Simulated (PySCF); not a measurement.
**Magnetic susceptibility: SMILES O=[Si], OSi**

Geometry:
```
atom   x (Å)   y (Å)  z (Å)
  O1   0.758  -0.024  0.057
 Si2  -0.765  -0.016  0.047
```

Computed with PySCF, GIAO B3LYP/pcSseg-1 magnetisability, rotational g tensor and spin-rotation constants, non-relativistic, gas phase. Geometry: PBE0-D3(BJ)/def2-SVP.

What are the magnetisability and the molar susceptibility?

Isotropic -348 × 10⁻³⁰ J/T², or -21.0 × 10⁻⁶ cm³/mol; principal values -479, -282, -282 × 10⁻³⁰ J/T², anisotropy 197 × 10⁻³⁰ J/T² (root of half the summed squared differences of the principal values). The susceptibility is in cgs units.

Split it along the inertial axes a, b, c into diamagnetic and paramagnetic parts about the centre of mass, with the quadrupole moment.


```csv
axis,χ (10⁻⁶ cm³/mol),diamagnetic (10⁻⁶ cm³/mol),paramagnetic (10⁻⁶ cm³/mol),summed x² of all electrons (Å²),quadrupole Θ (D Å)
a,-28.9,-28.9,0.0,16.1,-4.28
b,-17.0,-82.8,65.7,3.4,+2.14
c,-17.0,-82.8,65.7,3.4,+2.14
```
Anisotropies 2χaa − χbb − χcc = -23.7 and 2χbb − χaa − χcc = +11.8 × 10⁻⁶ cm³/mol. Θ is traceless in Buckingham's convention.

And the rotational g tensor?


```tsv
axis	rotational constant (GHz)	g	nuclear part	electronic part
b	21.3999	-0.1571	0.5039	-0.6610
c	21.3999	-0.1571	0.5039	-0.6610
```
Linear; isotopes 16O, 28Si; no vibrational averaging.
